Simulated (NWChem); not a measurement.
# C2HF (fluoroacetylene): levels of theory compared

Aim: a comparison of 6 runs (HF/STO-3G, HF/3-21G, B3LYP/6-31G*, M06-2X/cc-pVTZ, PBE/cc-pVTZ, PBE0/cc-pVTZ) of C2HF (fluoroacetylene). 

Program for the calculation: NWChem 7.3.0.

3 further runs of the same task are left out: 3 set aside as unsound or not needed. Runs told in other sessions of the task aren't counted.

## (1) The system as given

C2HF has 4 atoms, charge 0, and is taken as a singlet. As SMILES, `C#CF`. The C1–H4 distance was set to 2.338 Å, away from the relaxed value. At this shape a bond of the SMILES string is far longer than usual.

Bond lengths: C1–C2 1.192 Å, C2–F3 1.270 Å. Angles: C1–C2–F3 180.0°.

## (2) The energy at HF/STO-3G (run 1)

c2hf.nw

```
START c2hf
memory 2200 mb
GEOMETRY units angstrom noautosym nocenter noautoz
C      0.349136    -0.439254     0.280589
C      1.013436    -1.273204     0.814619
F      1.720766    -2.161374     1.383109
H     -0.952830     1.196740    -0.765890
END
BASIS spherical bse
C library STO-3G
F library STO-3G
H library STO-3G
END
SCF
thresh 1e-08
maxiter 80
print medium
END
TASK scf
```

The run is started by

```console
$ nwchem c2hf.nw > c2hf.out
```

Output:

```text
[...]
  functions       =    16
[...]
  wavefunction    = RHF
[...]
         Total SCF energy =   -172.964888714045
      One-electron energy =   -346.020569118956
      Two-electron energy =    119.720669166551
 Nuclear repulsion energy =     53.335011238360
        Time for solution =      0.5s
[...]
```

It took 1.2 s on 1 thread of AMD EPYC, shared host; peak memory 0.11 GiB.

## (3) A single-point energy at HF/3-21G (run 2)

c2hf.nw

```
START c2hf
TITLE "C2HF"
memory 2200 mb

GEOMETRY units au noautosym nocenter noautoz
 C      0.65977142    -0.83006976     0.53023636
 C      1.91511648    -2.40600686     1.53940681
 F      3.25177646    -4.08440491     2.61369721
 H     -1.80058774     2.26151084    -1.44732234
END

BASIS spherical bse
 C library 3-21G
 F library 3-21G
 H library 3-21G
END

SCF
 thresh 1e-08
 maxiter 80
END

TASK scf energy
```

The run is started by

```console
$ nwchem c2hf.nw > c2hf.out
```

Output:

```text
[...]
  functions       =    29
[...]
  wavefunction    = RHF
[...]
         Total SCF energy =   -174.433561103874
      One-electron energy =   -345.581242578373
      Two-electron energy =    117.812674029787
 Nuclear repulsion energy =     53.335007444712
        Time for solution =      0.5s
[...]
```

Wall time 1.2 s (1 thread of AMD EPYC, shared host); peak memory 0.1 GiB.

## (4) A single-point energy at B3LYP/6-31G(d) (Cartesian functions) (run 3)

nw.xyz

```xyz
4
C2HF
C      0.349136    -0.439254     0.280589
C      1.013436    -1.273204     0.814619
F      1.720766    -2.161374     1.383109
H     -0.952830     1.196740    -0.765890
```

nw.nw

```
start nw
title "C2HF"
memory total 2200 mb

geometry units angstroms noautosym nocenter noautoz
load nw.xyz
end

basis cartesian
C library 6-31G*
F library 6-31G*
H library 6-31G*
end

dft
xc b3lyp
grid xfine
convergence energy 1e-08
maxiter 100
mulliken
print low
end

task dft energy
```

The run is started by

```console
$ nwchem nw.nw > nw.out
```

Output:

```text
[...]
 d= 0,ls=0.0,diis     1   -176.1885670777 -2.30D+02  3.54D-02  5.98D-01     1.5
[...]
 d= 0,ls=0.0,diis    12   -176.3200688843 -1.56D-09  1.05D-06  3.39D-09    14.8
         Total DFT energy =     -176.320068884314
      One electron energy =     -347.172209717116
           Coulomb energy =      138.927570171563
    Exchange-Corr. energy =      -21.410440577120
 Nuclear repulsion energy =       53.335011238360
[...]
      Total Density - Mulliken Population Analysis
     ---------------------------------------------
    Atom       Charge   Shell Charges
 -----------   ------   -------------------------------------------------------
    1 C    6     6.18   1.99  0.67  1.87  0.57  1.10 -0.02
    2 C    6     5.80   1.99  0.67  2.00  0.40  0.72  0.03
    3 F    9     9.18   1.99  0.96  3.32  0.92  1.92  0.07
    4 H    1     0.84   0.27  0.57
[...]
```

Run time: 16 s. Hardware: 1 thread of AMD EPYC, shared host; peak memory 0.13 GiB.

Runs 4 to 5 aren't shown in full; the table further down has their settings and results.

## (5) The energy at PBE0/cc-pVTZ (run 6)

calc.nw

```
start calc
title "C2HF energy"
memory 2200 mb

geometry units angstroms noautosym nocenter noautoz
C        0.349136      -0.439254       0.280589
C        1.013436      -1.273204       0.814619
F        1.720766      -2.161374       1.383109
H       -0.952830       1.196740      -0.765890
end

basis spherical bse
* library cc-pVTZ
end

dft
xc pbe0
grid fine
convergence energy 1e-08
iterations 100
mulliken
noprint "final vectors analysis"
end

task dft
```

The run is started by

```console
$ nwchem calc.nw > calc.out
```

Output:

```text
[...]
          Wavefunction type:  closed shell.
          No. of atoms     :     4
          No. of electrons :    22
[...]
          Charge           :     0
          Spin multiplicity:     1
[...]
          AO basis - number of functions:   104
[...]
              XC Information
              --------------
                         PBE0 Method XC Functional
                     Hartree-Fock (Exact) Exchange  0.250
          PerdewBurkeErnzerhof Exchange Functional  0.750
            Perdew 1991 LDA Correlation Functional  1.000 local
           PerdewBurkeErnz. Correlation Functional  1.000 non-local
[...]
 d= 0,ls=0.0,diis     1   -176.0742737979 -2.29D+02  1.14D-02  6.21D-01     3.9
[...]
 d= 0,ls=0.0,diis    12   -176.1970853254 -4.72D-11  2.04D-07  1.16D-09    36.2
         Total DFT energy =     -176.197085325406
      One electron energy =     -347.118772180715
           Coulomb energy =      138.780926379268
    Exchange-Corr. energy =      -21.194250762319
 Nuclear repulsion energy =       53.335011238360
[...]
      Total Density - Mulliken Population Analysis
     ---------------------------------------------
    Atom       Charge   Shell Charges
 -----------   ------   -------------------------------------------------------
    1 C    6     6.24   1.96  0.18  0.74  0.33  0.81  1.38  0.80  0.01  0.03  0.00
    2 C    6     5.91   1.96  0.19  0.72  0.23  0.87  1.37  0.44  0.04  0.08  0.02
    3 F    9     9.06   1.94  0.28  1.06  0.59  1.57  2.40  1.20  0.00  0.02  0.00
    4 H    1     0.79   0.12  0.35  0.32 -0.00  0.01  0.00
[...]
```

It took 37 s on 1 thread of AMD EPYC, shared host; peak memory 0.12 GiB.

## (6) The series

```
run                               level  Cartesian functions  iteration cap  energy (Eh)  dipole moment (D)  HOMO energy (eV)  LUMO energy (eV)  wall time
  1                           HF/STO-3G                   no             80  -172.964889               2.42             -8.11              1.06      1.2 s
  2                            HF/3-21G                   no             80  -174.433561               2.93            -10.91             -1.68      1.2 s
  3  B3LYP/6-31G* (Cartesian functions)                  yes            100  -176.320069                  –                 –                 –       16 s
  4                      M06-2X/cc-pVTZ                   no            100  -176.326019               2.21             -9.38             -4.48       34 s
  5                         PBE/cc-pVTZ                   no            100  -176.214452               1.50             -6.71             -6.18    2.4 min
  6                        PBE0/cc-pVTZ                   no            100  -176.197085               1.87                 –                 –       37 s
```

## (7) Summary of results

| quantity | value |
| --- | --- |
| run 6: total energy | -176.19709 Eh |
| run 6: dipole moment | 1.87 D |

**Reading.** Over runs 1, 2, 4, 5, 6 the dipole moment (its size) runs from 1.50 D (PBE/cc-pVTZ) to 2.93 D (HF/3-21G). The two ends differ in method and basis. Over runs 1, 2, 4, 5 the HOMO–LUMO gap runs from 0.52 eV (PBE/cc-pVTZ) to 9.23 eV (HF/3-21G). Totals of different functionals can't be ranked against each other. In run 1 the basis is minimal, so the values are rough. In all runs a closed-shell determinant meets a far-stretched bond; if it breaks into open shells, such a determinant describes it badly, and no broken-symmetry solution was shown. All runs together took 3.9 min, the longest 2.4 min.
